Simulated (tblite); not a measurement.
Compound: cyanate anion, CNO (charge -1).
SMILES: `[N-]=C=O`

Computed values, GFN2-xTB/tblite, gas phase, harmonic and unscaled. This tight-binding method is rough: wavenumbers can miss measured ones by several per cent, in bad cases by 10 to 20.

Harmonic wavenumbers (cm⁻¹): 538.1, 538.1, 1318.3, 2465.8.

B = 11911 MHz (linear); mass 41.998 u (most abundant isotopes); point group C∞v, symmetry number 1.

Zero-point energy?

½Σν̃ = 2430 cm⁻¹ = 29.07 kJ/mol.

Entropy at 200 K, 1 bar (ideal gas, RRHO, classical rotation)?

Translation 147.17, rotation 57.02, vibration 1.73: S = 205.9 J/(mol K).

And Cp and H(200 K) − H(0)?

Cp = 34.57 J/(mol K), of which vibrations give 5.47 (their classical limit is 4 R = 33.3); H(200 K) − H(0) = 6.10 kJ/mol without the zero-point energy, 0.28 from vibrations.

Which modes carry the vibrational entropy at 200 K?

538.1 cm⁻¹: 0.86; 538.1 cm⁻¹: 0.86; 1318.3 cm⁻¹: 0.01; 2465.8 cm⁻¹: 0.00 J/(mol K).

What must be added to the electronic energy to get the Gibbs energy at 200 K and 1 bar?

ZPE + [H(200 K) − H(0)] − T·S = 29.07 + 6.10 − 41.18 = -6.01 kJ/mol.

How do the functions run with temperature in this model?

| T (K) | S (J/(mol K)) | Cp (J/(mol K)) | H − H(0) (kJ/mol) | G − H(0) (kJ/mol) | ln q(vib) |
| --- | --- | --- | --- | --- | --- |
| 100 | 184.1 | 29.5 | 2.92 | -15.49 | 0.00 |
| 300 | 220.9 | 39.5 | 9.81 | -56.46 | 0.16 |
| 500 | 242.7 | 45.9 | 18.41 | -102.96 | 0.50 |
| 800 | 265.7 | 51.8 | 33.15 | -179.43 | 1.07 |
| 1000 | 277.6 | 54.3 | 43.77 | -233.80 | 1.43 |

q(vib) and H(0) count from the zero-point level.
